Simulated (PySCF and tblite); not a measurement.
The numbers below are computed, except where a source is named.
C₂H₃F₃, numbered as in [F:1][CH2:2][CH:3]([F:4])[F:5].

Level: PBE-D3(BJ)/pcseg-1//GFN2-xTB, thermal terms from GFN2-xTB, symmetry numbers and mirror pairs counted. Conformers within 4 kcal/mol (GFN2-xTB free energy) were kept, 4 at most. (PySCF 2.14, tblite 0.8.)

Torsions listed: F1–C2–C3–F4. Of a mirror pair one member is shown.

| conformer | shape | symmetry | dipole D |
| --- | --- | --- | --- |
| 1 | -59° | Cs | 2.88 |
| 2 | 94° | C1 (pair) | 0.96 |

Question: Which of these conformers is the most populated at 298.15 K, and with what share?

Answer: Conformer 2, about 87 %.

Question: Give the DFT energies and free energies relative to the lowest, and all weights.

Answer: 
| conformer | shape | E(DFT) kcal/mol | G(298.15 K) kcal/mol | weight % |
| --- | --- | --- | --- | --- |
| 1 | -59° | 0.73 | 1.15 | 12.6 |
| 2 | 94° | 0.00 | 0.00 | 87.4 |

Question: How does its share change from 220 K to 500 K?

Answer: From 92 % to 80 %; the mixing entropy goes from 1.83 to 2.09 cal/(mol K).


Conformer gaps in pcseg-1 on xTB geometries can be 2 kcal/mol off for S=O, P=O and other polar bonds.